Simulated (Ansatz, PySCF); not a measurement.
Molecule: N$_{2}$H, net charge 1, singlet state. It need not be the lowest isomer of its formula. 
Coordinates optimised at B3LYP-D3(BJ)/def2-TZVP (Ansatz, an electronic-structure program):
SMILES: N#[NH+]
```xyz
3

N      0.0000     0.0000    -0.4376
N      0.0000     0.0000     0.6484
H      0.0000     0.0000    -1.4756
```
Charge +1, spin multiplicity 1.

Total electronic energies in hartree. Valence correlation only, unless marked. Spin-orbit coupling is left out. Non-relativistic. CBS marks a two-point X^-3 extrapolation of the correlation energy; Hartree-Fock from the larger set (for Q and 5 zeta extrapolated as (X+1)exp(-9√X)).

| level | program | energy (Eh) |
|---|---|---|
| HF/STO-3G | Ansatz | -107.71418 |
| HF/6-31G* | Ansatz | -109.13099 |
| HF/def2-SVP | Ansatz | -109.04614 |
| HF/def2-TZVPD | PySCF | -109.18201 |
| PBE/def2-TZVPD | Ansatz | -109.64973 |
| TPSS-D4/def2-TZVPD | PySCF + dftd4 | -109.78963 |
| B3LYP-D4/def2-TZVPD | Ansatz + dftd4 | -109.76922 |
| PBE0/def2-QZVPP | Ansatz | -109.64931 |
| PW6B95-D4/def2-TZVPD | PySCF + dftd4 | [?] |
| CAM-B3LYP/def2-TZVPD | Ansatz | -109.72159 |
| PBE-QIDH/def2-TZVPD | Ansatz | [?] |
| MP2/STO-3G | Ansatz | -107.87080 |
| MP2/6-31G* | Ansatz | -109.44198 |
| RI-MP2/def2-TZVPP | Ansatz | -109.55481 |
| CCSD/def2-SVP | Ansatz | -109.36504 |
| CCSD/def2-TZVPP | Ansatz | -109.55683 |
| CCSD/cc-pVQZ | Ansatz | -109.58163 |
| CCSD/cc-pV5Z | Ansatz | -109.59003 |
| CCSD(T)/cc-pVTZ | Ansatz | -109.57257 |
| CCSD(T)/cc-pwCVTZ | Ansatz | -109.58005 |
| CCSDT(Q)/cc-pVDZ | Ansatz | -109.47864 |
| CCSDT/cc-pVDZ | Ansatz | -109.47697 |
| CCSD(T)/CBS(cc-pVQZ,cc-pV5Z) | Ansatz | -109.6183 |

Problem. What belongs in the gaps?

Solution. 
- PW6B95-D4/def2-TZVPD, energy (Eh): -109.90024
- PBE-QIDH/def2-TZVPD, energy (Eh): -109.62753
